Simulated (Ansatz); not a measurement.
Steps of a relaxation of `FC(F)C(Cl)Cl` with RKS PBE-D4/def2-SVP.

```sh
$ ansatz run in.yaml --threads 4 --pin off --events-out ev --progress --plain --max-ram 10444MiB
```

```yaml
crystal:
  periodic: [false, false, false]
  atoms:
    - {symbol: F, position_ang: [0.429650, -1.143340, 1.314460]}
    - {symbol: C, position_ang: [0.668740, -0.312960, 0.280610]}
    - {symbol: F, position_ang: [1.300180, -1.046470, -0.656940]}
    - {symbol: C, position_ang: [-0.652620, 0.221360, -0.276700]}
    - {symbol: Cl, position_ang: [-0.307900, 1.263060, -1.670270]}
    - {symbol: Cl, position_ang: [-1.486900, 1.131970, 0.993280]}
    - {symbol: H, position_ang: [1.343760, 0.487650, 0.617940]}
    - {symbol: H, position_ang: [-1.294920, -0.601280, -0.602380]}
basis:
  gaussian: {orbitals: def2-SVP}
hamiltonian: {xc: pbe, dispersion: d4}
relax: {f_tol: 0.03, max_steps: 200}
```

Positions (Å) and forces (eV/Å) along the path, 4 of 4 steps:

```xyz
8
step=1 energy=-32553.9643 eV
F     0.430   -1.143    1.314   -0.370   -0.253    0.621
C     0.669   -0.313    0.281    0.137   -0.309    0.042
F     1.300   -1.046   -0.657    0.216   -0.187   -0.707
C    -0.653    0.221   -0.277    0.332    0.420    0.136
Cl   -0.308    1.263   -1.670    0.046    0.094   -0.351
Cl   -1.487    1.132    0.993   -0.245    0.077    0.299
H     1.344    0.488    0.618    0.118    0.525    0.078
H    -1.295   -0.601   -0.602   -0.232   -0.367   -0.120
8
step=2 energy=-32553.9982 eV
F     0.411   -1.148    1.324   -0.098   -0.067    0.165
C     0.677   -0.321    0.284    0.056    0.029    0.024
F     1.295   -1.050   -0.677    0.058   -0.049   -0.187
C    -0.641    0.237   -0.271    0.006   -0.072   -0.023
Cl   -0.305    1.257   -1.692    0.013    0.073   -0.059
Cl   -1.500    1.123    1.010   -0.049    0.077    0.071
H     1.344    0.500    0.619    0.094    0.102    0.047
H    -1.282   -0.599   -0.597   -0.081   -0.093   -0.039
8
step=3 energy=-32554.0009 eV
F     0.406   -1.148    1.328    0.004   -0.007    0.026
C     0.680   -0.321    0.285   -0.020    0.026   -0.007
F     1.295   -1.049   -0.683    0.022   -0.005   -0.015
C    -0.641    0.234   -0.272    0.002   -0.042   -0.015
Cl   -0.306    1.260   -1.691    0.003    0.021   -0.026
Cl   -1.501    1.127    1.009   -0.023    0.024    0.030
H     1.352    0.503    0.622    0.002   -0.024    0.000
H    -1.285   -0.605   -0.598    0.011    0.006    0.006
8
step=4 energy=-32554.0011 eV
F     0.407   -1.148    1.329   -0.002    0.000    0.001
C     0.680   -0.321    0.285   -0.003    0.017    0.001
F     1.296   -1.049   -0.683    0.000    0.000   -0.002
C    -0.642    0.234   -0.272    0.007   -0.015   -0.005
Cl   -0.308    1.261   -1.693    0.001   -0.001    0.000
Cl   -1.503    1.128    1.009   -0.002    0.002    0.005
H     1.353    0.501    0.623   -0.002   -0.008   -0.001
H    -1.285   -0.606   -0.598    0.001    0.004    0.002
```

It took 5.5 s on 4 threads of an Arm Neoverse V1 on a shared host, with 0.15 GiB of host memory at the peak.
